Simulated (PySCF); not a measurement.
Compound: C3H4N2S.
Bonds: N1–C2, C2–N3 (aromatic), N3–C4 (aromatic), C4–C5 (aromatic), C5–S6 (aromatic), C2–S6 (aromatic). Hydrogens: H7, H8 on N1; H9 on C4; H10 on C5.

Computed by this run: PBE0-D3(BJ)/def2-TZVP geometry optimisation, gas phase in PySCF 2.14.0; density fitting, grid level 2; the optimiser is geomeTRIC in internal coordinates, started from a GFN2-xTB structure with every atom displaced at random (about 0.01 Å).

Step 1: E = -16983.3274 eV
```
atom  x, y, z in Å  |  force x, y, z in eV/Å
N1     -2.0872   -0.0511    0.2392    0.108  -0.401  -0.192
C2     -0.7130   -0.0345    0.1315    0.089   0.241  -0.013
N3     -0.0731    0.9558   -0.4137    0.210  -0.200   0.158
C4      1.2782    0.7366   -0.3466   -0.023   0.299  -0.197
C5      1.6802   -0.4260    0.2143   -0.055  -0.062   0.151
S6      0.2958   -1.3021    0.7478    0.007  -0.036  -0.047
H7     -2.4720   -0.9779    0.3505   -0.020   0.010   0.100
H8     -2.4773    0.3844   -0.5818   -0.249   0.284   0.022
H9      1.9487    1.5043   -0.7239   -0.080  -0.175  -0.024
H10     2.6763   -0.8102    0.3613    0.013   0.040   0.042
```

Step 2: E = -16983.3593 eV
```
atom  x, y, z in Å  |  force x, y, z in eV/Å
N1     -2.0804   -0.0898    0.2116    0.208  -0.010  -0.215
C2     -0.7053   -0.0429    0.0904   -0.213   0.031  -0.078
N3     -0.0492    0.9485   -0.4314   -0.225   0.006  -0.131
C4      1.3000    0.7351   -0.3625   -0.163   0.049   0.217
C5      1.6891   -0.4099    0.2448    0.073  -0.151  -0.119
S6      0.2993   -1.3194    0.6968    0.051   0.000   0.188
H7     -2.4877   -1.0044    0.3430    0.130   0.116  -0.012
H8     -2.5670    0.4571   -0.4884    0.154  -0.007   0.160
H9      1.9738    1.4835   -0.7600   -0.023  -0.018   0.018
H10     2.6840   -0.7784    0.4343    0.009  -0.016  -0.028
```

Step 3: E = -16983.3717 eV
```
atom  x, y, z in Å  |  force x, y, z in eV/Å
N1     -2.0702   -0.0962    0.1927    0.124  -0.153  -0.013
C2     -0.7002   -0.0552    0.0850   -0.451   0.041   0.047
N3     -0.0607    0.9399   -0.4428    0.072  -0.051  -0.027
C4      1.2859    0.7335   -0.3504    0.165   0.031  -0.061
C5      1.6930   -0.4150    0.2423   -0.057   0.080  -0.016
S6      0.3089   -1.3118    0.7327   -0.070  -0.043   0.026
H7     -2.4865   -1.0035    0.3261    0.031   0.058  -0.032
H8     -2.5604    0.4862   -0.4717    0.148  -0.011   0.086
H9      1.9547    1.4794   -0.7560    0.048   0.034  -0.003
H10     2.6923   -0.7781    0.4205   -0.011   0.013  -0.008
```

Step 4: E = -16983.3761 eV
```
atom  x, y, z in Å  |  force x, y, z in eV/Å
N1     -2.0666   -0.1062    0.1929    0.038  -0.054   0.054
C2     -0.7042   -0.0562    0.0871   -0.059   0.044   0.024
N3     -0.0612    0.9331   -0.4500   -0.042   0.066  -0.024
C4      1.2884    0.7385   -0.3541   -0.061  -0.196  -0.009
C5      1.6835   -0.4127    0.2411    0.134   0.053   0.058
S6      0.3028   -1.3060    0.7509    0.034   0.032  -0.056
H7     -2.4811   -1.0146    0.3044   -0.033  -0.018  -0.031
H8     -2.5472    0.5000   -0.4504   -0.025   0.060  -0.025
H9      1.9606    1.4812   -0.7615    0.004   0.014  -0.001
H10     2.6819   -0.7776    0.4182    0.011  -0.002   0.010
```

**Question.** Estimate the geometry and energy of step 5. (The exact step hangs on the optimiser's Hessian estimate; all steps are aligned on step 4, rigid shifts and turns removed.)

**Answer.** E = -16983.3779 eV, largest force 0.252 eV/Å
```
atom  x, y, z in Å  |  force x, y, z in eV/Å
N1     -2.0676   -0.1128    0.1957   -0.023   0.029   0.065
C2     -0.7098   -0.0555    0.0871    0.230  -0.102   0.020
N3     -0.0654    0.9296   -0.4563    0.023   0.017  -0.017
C4      1.2846    0.7288   -0.3607    0.033   0.046  -0.011
C5      1.6912   -0.4099    0.2486   -0.110   0.026  -0.017
S6      0.3047   -1.3028    0.7490    0.014  -0.039   0.055
H7     -2.4840   -1.0225    0.2766   -0.049  -0.047  -0.020
H8     -2.5437    0.5212   -0.4217   -0.099   0.066  -0.063
H9      1.9558    1.4717   -0.7713   -0.009   0.011  -0.002
H10     2.6910   -0.7684    0.4316   -0.008  -0.006  -0.009
```

The energy changes by -0.0018 eV. The first-order estimate −F·Δx gives -0.0066 eV and the mean of the old and new forces, exact on a quadratic surface, -0.0018 eV. The step makes an angle of 68° with the force vector and moves no atom by more than 0.036 Å.

The cost below is that of the whole optimisation. Time: 4.6 min of wall time; peak memory 0.80 GiB. Hardware: Arm Neoverse N1, one thread, no GPU, shared host with 64 logical CPUs at a one-minute load of 55.
